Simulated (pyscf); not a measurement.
**Hydrogen abstraction: `[CH3][Ga]([CH3])[NH2]` + `[CH3]` [doublet] → `[CH3][Ga]([CH3])[NH]` [doublet] + `[CH4]`**

Gas phase, doublet surface, charge 0. Bonds broken: N4–H11. Bonds formed: H11–C13. Optimised with ωB97X-D3(BJ)/def2-SVP in PySCF.

Transition state (Å):

```xyz
16

C      1.2062    -0.2911     0.7421
Ga    -0.7033    -0.4269     0.2941
C     -1.6497    -2.0976    -0.1387
N     -1.7031     1.1189     0.4427
H      1.6009    -1.2267     1.1676
H      1.3892     0.5268     1.4565
H      1.7888    -0.0709    -0.1690
H     -1.1213    -2.6503    -0.9330
H     -2.6859    -1.9215    -0.4641
H     -1.6762    -2.7529     0.7480
H     -0.9746     2.1866     0.3877
H     -2.4694     1.3329    -0.1992
C     -0.2207     3.1779     0.0852
H     -0.6737     3.6787    -0.7802
H      0.7700     2.7628    -0.1405
H     -0.2207     3.8067     0.9851
```

One imaginary mode, 1715i cm⁻¹; descent along it reached the two sides named.

```json
[
 {"bond": "N4–H11", "change": "breaks", "reactant side (Å)": "1.014", "saddle": "1.294", "product side": "2.447"},
 {"bond": "H11–C13", "change": "forms", "reactant side (Å)": "3.3", "saddle": "1.282", "product side": "1.101"}
]
```

Electronic energies relative to the separated reactants (eV):

```csv
level,barrier,reaction energy,reverse barrier
ωB97X-D3(BJ)/def2-TZVP,0.73,+0.25,0.48
PBE/def2-TZVP,0.46,+0.22,0.24
r²SCAN/def2-TZVP,0.62,+0.28,0.34
B3LYP-D3(BJ)/def2-TZVP,0.62,+0.23,0.39
PBE0-D3(BJ)/def2-TZVP,0.62,+0.27,0.35
M06-2X/def2-TZVP,0.80,+0.34,0.46
ωB97M-D3(BJ)/def2-TZVP,0.79,+0.28,0.50
HF/def2-TZVP,1.46,+0.14,1.31
```

With ωB97M-D3(BJ)/def2-TZVP energies and thermal terms (ideal gas, 1 atm, RRHO with modes under 100 cm⁻¹ raised to 100, one conformer, R ln 2 for chiral ones without a mode under 150 cm⁻¹), in eV:

```csv
T (K),ΔH‡,ΔG‡,ΔH,ΔG
298,0.72,1.12,+0.31,+0.30
600,0.72,1.52,+0.29,+0.30
900,0.75,1.92,+0.27,+0.31
1200,0.79,2.30,+0.27,+0.33
```

This is the saddle that the search found; another between the same sides may lie lower. The angle at the transferred H is 168°. Elements up to Kr have no core potential and no relativistic terms here.
